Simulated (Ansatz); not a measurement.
AlBClH3 (`[AlH2][BH]Cl`). Total charge 0; spin multiplicity 1. The geometry is a stationary point of PBE0-D4/def2-TZVP.

```xyz
6

Al    1.020   -0.050   -0.285
B    -0.981    0.255    0.373
Cl   -2.136   -1.031    0.065
H     2.088   -0.747    0.665
H     1.461    0.374   -1.754
H    -1.452    1.200    0.937
```

Problem. What is the dipole moment at ωB97M-V/def2-TZVPP? (An estimate is asked.)

Solution. Ansatz gave: 0.63 D, with components (0.17, 0.57, 0.22) D in this frame, pointing from negative to positive charge.

Problem. And with PBE, r2SCAN, B3LYP? (An estimate is asked.)

Solution. The calculation gave: PBE 0.47 D, r2SCAN 0.59 D, B3LYP 0.62 D.

Problem. Give the Mulliken charges with ωB97M-V, r2SCAN, PBE in def2-TZVPP. (Best estimate.)

Solution. The calculation gave: 
| atom | ωB97M-V | r2SCAN | PBE |
| --- | --- | --- | --- |
| Al1 | 0.31 | 0.39 | 0.25 |
| B2 | -0.07 | 0.05 | 0.05 |
| Cl3 | -0.10 | -0.13 | -0.10 |
| H4 | -0.11 | -0.16 | -0.11 |
| H5 | -0.11 | -0.16 | -0.11 |
| H6 | 0.08 | 0.01 | 0.03 |

B3LYP here is the variant with VWN-RPA as its local correlation; programs differ in this.
